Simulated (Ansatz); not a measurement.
Cost against result

The pair of Cl₂ (SMILES ClCl, atoms 1–2) and H₂O₂ (SMILES OO, atoms 3–6), both closed shells, in one local arrangement (a lower one may exist), relaxed at PBE0-D4/def2-TZVP:

```xyz
6
angstrom
Cl -1.0842 0.6035 -1.9082
Cl 0.5955 -0.4210 -2.1450
O 0.6541 0.4508 1.2585
O -0.3184 -0.5861 1.3340
H 1.2284 0.1201 0.5558
H -1.0753 -0.1673 0.9047
```

Interaction energies are counterpoise-corrected; the time is that of the whole pair.

Program: Ansatz 0.2.0. Basis: as named in each row. Cores are frozen in the correlated methods. B3LYP uses VWN-RPA correlation. Extrapolation: Hartree–Fock as exp(−7.88 √X), correlation as X^−2.97.

Times are rough, for one single point on 4 threads of a shared host (Intel Xeon Platinum 8488C).

The estimate by CCSD(T) at an estimated basis limit (MP2 extrapolated from triple and quadruple zeta, plus CCSD(T) − MP2 in triple zeta) is -0.075 eV.

```tsv
method	basis	time (s)	interaction energy (eV)	method less estimate
HF	STO-3G	under 1	0.038	0.114
SPW92	def2-SVP	under 1	-0.104	-0.028
PBE-D4	STO-3G	under 1	-0.083	-0.007
PBE-D4	def2-SVP	under 1	-0.072	0.003
B3LYP-D4	6-31G	under 1	-0.058	0.018
PBE0-D4	def2-SVP	under 1	-0.067	0.008
CCSD(T)	def2-SVP	under 1	-0.012	0.063
PBE-D4	def2-TZVPPD	under 1	-0.083	-0.007
revPBE-D4	def2-TZVPPD	1	-0.065	0.011
BLYP-D4	def2-TZVPPD	1	-0.070	0.005
wB97M-V	def2-SVP	1	-0.068	0.007
PBE0-D4	def2-TZVPPD	1	-0.073	0.002
B3LYP-D4	def2-TZVPPD	1	-0.073	0.002
HSE06-D4	def2-TZVPPD	2	-0.072	0.003
r2SCAN-D4	def2-TZVPPD	2	-0.084	-0.009
B2PLYP	def2-TZVPPD	3	-0.029	0.047
B97M-V	def2-TZVPPD	3	-0.082	-0.006
wB97X-V	def2-TZVPPD	3	-0.077	-0.001
wB97M-V	def2-TZVPPD	3	-0.076	-0.001
MP2	def2-QZVPPD	7	-0.071	0.004
CCSD(T)	def2-TZVPPD	35	-0.058	0.018
```

No T1 diagnostic of these runs exceeds 0.013.
